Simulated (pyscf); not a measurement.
Structures and frequencies: ωB97X-D3(BJ)/def2-SVP in PySCF.

Question: PBE/def2-TZVP puts the barrier of H₂B–O–BH–OH + hydrogen (H₂) → HO–BH–OH + borane (BH₃) (four-centre exchange; singlet surface; B–O, H–H broken, H–O, B–H formed) at 31.0 kcal/mol and the reaction energy at +26.5 kcal/mol, from the separated reactants. What do r²SCAN/def2-TZVP, B3LYP-D3(BJ)/def2-TZVP, ωB97M-D3(BJ)/def2-TZVP give on the same structures?

Answer: r²SCAN: ΔE‡ = 34.3 kcal/mol, ΔE = +27.4 kcal/mol; B3LYP-D3(BJ): ΔE‡ = 38.9 kcal/mol, ΔE = +27.0 kcal/mol; ωB97M-D3(BJ): ΔE‡ = 37.8 kcal/mol, ΔE = +26.3 kcal/mol. PBE's barrier lies under all of them, by 3.3 to 7.8 kcal/mol. Its reaction energy matches one of them and lies within 1.0 kcal/mol of the others. Low barriers are usual for a GGA, whose delocalisation error favours stretched bonds. On the product side the descent ends in an adduct with a B–O contact, 15.6 kcal/mol under the separated species and 27.7 kcal/mol under the saddle at ωB97X-D3(BJ)/def2-TZVP. What is counted as broken (B–O) persists as a longer contact in the product adduct; parting that adduct is a step of its own. One saddle was located; it need not be the lowest between these sides.
